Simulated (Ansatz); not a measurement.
Geometry optimisation, RKS PBE-D4/def2-SVP in Ansatz 0.2.0.

The input (input.yaml):

```yaml
crystal:
  periodic: [false, false, false]
  atoms:
    - { symbol: C, position_ang: [-0.3283, 1.0298, -1.0078] }
    - { symbol: C, position_ang: [-0.0829, 0.2276, -0.2192] }
    - { symbol: C, position_ang: [0.2442, -0.7819, 0.7293] }
    - { symbol: O, position_ang: [-0.316, -1.7905, 0.8564] }
    - { symbol: H, position_ang: [-0.648, 1.8096, -1.7514] }
    - { symbol: H, position_ang: [1.1731, -0.5587, 1.3466] }
basis:
  gaussian: { orbitals: def2-SVP }
hamiltonian:
  xc: pbe
  dispersion: d4
relax:
  f_tol: 0.02
  max_steps: 50
```

Launched with:

```bash
$ ansatz run input.yaml --threads 1 --pin off --max-ram 2048MiB --backend cpu --events-out ev --progress --plain --runs-dir out
```

Problem. Where does it end, and by what steps?

Solution. The run converged. After 9 steps the energy has fallen by 0.537 eV; O4 moved furthest, 0.08 Å.

```json
{"step": "0", "energy less start (eV)": "0.0000", "largest force component (eV/Å)": "7.390", "accepted": "yes"}
{"step": "1", "energy less start (eV)": "-0.1315", "largest force component (eV/Å)": "3.357", "accepted": "yes"}
{"step": "2", "energy less start (eV)": "-0.3843", "largest force component (eV/Å)": "2.964", "accepted": "yes"}
{"step": "3", "energy less start (eV)": "-0.3804", "largest force component (eV/Å)": "1.949", "accepted": "no"}
{"step": "4", "energy less start (eV)": "-0.5110", "largest force component (eV/Å)": "0.658", "accepted": "yes"}
{"step": "5", "energy less start (eV)": "-0.5360", "largest force component (eV/Å)": "0.099", "accepted": "yes"}
{"step": "6", "energy less start (eV)": "-0.5367", "largest force component (eV/Å)": "0.038", "accepted": "yes"}
{"step": "7", "energy less start (eV)": "-0.5371", "largest force component (eV/Å)": "0.063", "accepted": "yes"}
{"step": "8", "energy less start (eV)": "-0.5372", "largest force component (eV/Å)": "0.024", "accepted": "yes"}
{"step": "9", "energy less start (eV)": "-0.5372", "largest force component (eV/Å)": "0.004", "accepted": "yes"}
```

```xyz
6
Properties=species:S:1:pos:R:3
C -0.367 1.083 -1.045
C -0.090 0.207 -0.234
C 0.273 -0.806 0.742
O -0.328 -1.855 0.897
H -0.625 1.846 -1.768
H 1.179 -0.539 1.361
```

Run time: 13 s on 1 thread of Arm Neoverse V2, on a shared host, peak memory 0.11 GiB.
